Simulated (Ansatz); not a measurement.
Relaxation of CH$_{4}$AlMg (7 atoms, charge -1, multiplicity 1), to a largest force component of 0.015 eV/Å in at most 40 steps.

All numbers below come from RKS PBE0-D4/def2-TZVP in Ansatz.

```xyz
7
Properties=species:S:1:pos:R:3:forces:R:3
C -2.177 0.082 -0.989 -0.03 -1.36 -0.51
Mg -0.402 -0.697 -0.322 0.01 0.67 0.19
Al 1.842 0.397 1.023 1.25 -0.44 0.46
H -2.160 -0.057 -2.111 -0.17 0.35 0.44
H -3.003 -0.622 -0.677 0.12 0.60 -0.09
H 3.428 0.692 0.484 -0.56 0.11 -0.28
H 2.472 0.205 2.593 -0.61 0.08 -0.21
```

Where does it end, and by what steps?

It converged. Limits of this set-up: an anion without diffuse functions, the dipole of an ion depends on the origin. After 8 steps the energy has fallen by 0.531 eV; Mg2 moved furthest, 0.67 Å.

```csv
step,energy less start (eV),largest force component (eV/Å),accepted
0,0.0000,1.357,yes
1,-0.3426,0.947,yes
2,-0.4244,1.391,yes
3,-0.5045,0.443,yes
4,-0.5197,0.130,yes
5,-0.5285,0.071,yes
6,-0.5306,0.024,yes
7,-0.5302,0.045,no
8,-0.5307,0.010,yes
```

```xyz
7
Properties=species:S:1:pos:R:3
C -2.108 -0.275 -1.103
Mg -0.360 -0.048 -0.178
Al 2.018 0.267 1.061
H -2.278 -0.137 -2.178
H -3.051 -0.569 -0.628
H 3.437 0.698 0.378
H 2.343 0.064 2.649
```

The run took 34 s on 2 threads of Arm Neoverse N1, on a shared host, peak memory 0.22 GiB.
